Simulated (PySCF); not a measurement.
Geometries of 2 isomers of C4H4N2, from PySCF 2.14.0, PBE0-D3(BJ)/def2-SVP geometry optimisation, gas phase. One conformer each, no zero-point energy, no frequencies.

Problem. Which is lower in electronic energy at this level?
A.
```xyz
10
angstrom
C     -1.135    0.078    0.079
C     -0.484   -1.152    0.024
N      0.840   -1.250   -0.068
C      1.514   -0.104   -0.105
N      1.003    1.123   -0.060
C     -0.322    1.208    0.032
H     -2.221    0.152    0.153
H     -1.049   -2.092    0.054
H      2.605   -0.178   -0.180
H     -0.753    2.215    0.070
```
B.
```xyz
10
angstrom
N      1.725    2.431   -0.013
C      0.844    1.683    0.014
C     -0.252    0.724    0.046
C      0.252   -0.724   -0.046
C     -0.844   -1.683   -0.014
N     -1.725   -2.431    0.013
H     -0.823    0.871    0.977
H     -0.939    0.944   -0.786
H      0.823   -0.871   -0.977
H      0.939   -0.944    0.786
```

Solution. A. That is pyrimidine, `c1cncnc1`, 22.3 kcal/mol below the other.

```tsv
SMILES	atoms numbered as above	E (Eh)	relative (kcal/mol)	relative (kJ/mol)	dipole (D)
c1cncnc1	[cH:1]1[cH:2][n:3][cH:4][n:5][cH:6]1	-263.83000	0.0	0.0	2.28
N#CCCC#N	[N:1]#[C:2][CH2:3][CH2:4][C:5]#[N:6]	-263.79449	22.3	93.2	0.00
```

As drawn, the lower has an aromatic ring, which the higher lacks; the higher has a C≡N group, which the lower lacks.
